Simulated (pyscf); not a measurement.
Homolytic dissociation enthalpies at 298 K of Al–C, C–Ga, C–In bonds in 8 gas-phase molecules, in kcal/mol. PySCF, gas phase, ωB97X-D3(BJ)/def2-SVP geometries. Both columns use the same structures and thermal terms. Rows were drawn at random from the closed-shell molecules with such a bond whose radicals are computed, keep their shape and have no isomer in the data more than 5 kcal/mol lower.

```csv
row,molecule,radicals,PBE/def2-TZVP,ωB97M-D3(BJ)/def2-TZVP
1,H₃C–Ga(NH₂)–NH₂,CH₃• + [H₂N–Ga–NH₂]•,74.5,78.2
2,H₃C–CH(CH₃)–Al(CH₃)–CH₃,H₃C–CH•–CH₃ + [H₃C–Al–CH₃]•,64.0,73.2
3,H₃C–CH(CH₃)–Ga(CH₃)–CH₃,H₃C–CH•–CH₃ + [H₃C–Ga–CH₃]•,59.5,65.2
4,H₃C–In(CH₃)–Cl,CH₃• + [H₃C–In–Cl]•,58.3,61.9
5,H₃C–CH₂–Ga(Cl)–Cl,•H₂C–CH₃ + [Cl–Ga–Cl]•,65.4,70.0
6,H₃C–In(NH₂)–NH₂,CH₃• + [H₂N–In–NH₂]•,58.1,63.7
7,H₃C–In(OH)–OH,CH₃• + [HO–In–OH]•,58.6,?
8,H₃C–CH₂–Ga(CH₃)–CH₃,•H₂C–CH₃ + [H₃C–Ga–CH₃]•,65.6,69.8
```

Question: Fit a line that carries the PBE values to the last column and predict row 7.

Answer: In the 7 complete rows the last column lies 3.6 to 9.2 kcal/mol from PBE (mean 5.2, median 4.6). Least squares gives y = 9.7 + 0.93·x with residuals of 1.8 kcal/mol (root mean square). For row 7: 9.7 + 0.93 × 58.6 = 64.2 kcal/mol. The computed value is 62.7 kcal/mol, 1.5 under the line. Elements up to Kr have no core potential and no relativistic terms here. Elements past Kr carry the def2 core potentials, without spin-orbit coupling.
